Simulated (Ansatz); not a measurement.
**SiNH (singlet): the correlation ladder at scale of all distances = 1.296, 6-31G**

Aim: climb from Hartree-Fock through coupled cluster and multireference methods for SiNH (singlet) at one geometry and basis, and see what each rung misses.

Method: 6-31G, core rule «outside noble gas», up to 6 orbitals frozen; program: Ansatz 0.2.0, Gaussian basis.

To be run: UHF; CCSD(T) on RHF; CCSD(T) on UHF; BCCD(T) on RHF; CISD; CCSDT(Q) on RHF; CCSDT(Q) on UHF; CISDTQ; CCSDTQ on RHF; CASSCF and MRCISD+Q, 2 electrons in 2 orbitals; CASSCF and NEVPT2, 2 electrons in 2 orbitals; CASSCF and MRCISD+Q, 10 electrons in 9 orbitals; CASSCF and NEVPT4(SD), 10 electrons in 9 orbitals; CASSCF and NEVPT2, 10 electrons in 9 orbitals; Full CI.

15 further runs of the same task are left out: 4 for a known fault of the program, 7 that didn't finish, 4 set aside as unsound or not needed.

**1. The system**

The geometry derives from a PBE0/def2-TZVP stationary point (not a proven minimum). All distances are scaled together.

3 atoms, charge 0, spin multiplicity 1.

Atoms are counted from 1 here; the program's logs count them from 0.

Bond lengths: Si1–N2 2.018 Å.

**2. UHF**

File in.yaml:

```yaml
crystal:
  periodic: [false, false, false]
  atoms:
    - {symbol: Si, position_ang: [0.000000, 0.000000, 0.030146]}
    - {symbol: N, position_ang: [0.000000, 0.000000, -1.987642]}
    - {symbol: H, position_ang: [0.000000, 0.000000, 1.957495]}
basis:
  gaussian: {orbitals: 6-31G}
magnetization: {spin_polarized: true, initial_magnetization: 0}
hamiltonian: {xc: hf}
output: {orbitals: {seedname: orbitals}}
```

On the command line:

```
ansatz run in.yaml --threads 1 --pin off --events-out ev --progress --plain --max-ram 2393MiB
```

The runs that follow: CCSD(T) on RHF; CCSD(T) on UHF; BCCD(T) on RHF; CISD; CCSDT(Q) on RHF; CCSDT(Q) on UHF; CISDTQ; CCSDTQ on RHF; CASSCF and MRCISD+Q, 2 electrons in 2 orbitals; CASSCF and NEVPT2, 2 electrons in 2 orbitals; CASSCF and MRCISD+Q, 10 electrons in 9 orbitals; CASSCF and NEVPT4(SD), 10 electrons in 9 orbitals; CASSCF and NEVPT2, 10 electrons in 9 orbitals; Full CI.

**Question.** What will the summary of the whole plan be? Wanted: FCI below the RHF energy; RMP2 from FCI; RCCSD from FCI; RCCSD(T) from FCI; RCCSDT(Q) from FCI; NEVPT2 pair from FCI; MRCISD+Q pair from FCI; NEVPT2 valence from FCI; T1 diagnostic.

As calculated:

| quantity | value |
| --- | --- |
| FCI below the RHF energy | -8.1448 eV |
| RMP2 from FCI | +1174.2 meV |
| RCCSD from FCI | +825.6 meV |
| RCCSD(T) from FCI | -26.3 meV |
| RCCSDT(Q) from FCI | -90.6 meV |
| NEVPT2 pair from FCI | +2139.4 meV |
| MRCISD+Q pair from FCI | +206.6 meV |
| NEVPT2 valence from FCI | +399.1 meV |
| levels within 1 kcal/mol (43 meV) | RCCSD(T), BCCD(T), RCCSDTQ, MRCISD+Q valence |
| T1 diagnostic | 0.120 |
| effectively unpaired electrons | 1.09 |

RCCSD(T) misses by -26.3 meV, 0.3 % of the correlation energy. RCCSD(T), RCCSDT(Q) fall below full CI, which methods that aren't variational can do. With 1.1 effectively unpaired electrons against 0 the state is strongly multireference. Coupled cluster on one determinant still stays close here. Of the multireference levels listed MRCISD+Q valence comes nearest in total energy (+27.0 meV), which doesn't show that its space is the better one. These misses are within one basis, not against nature.
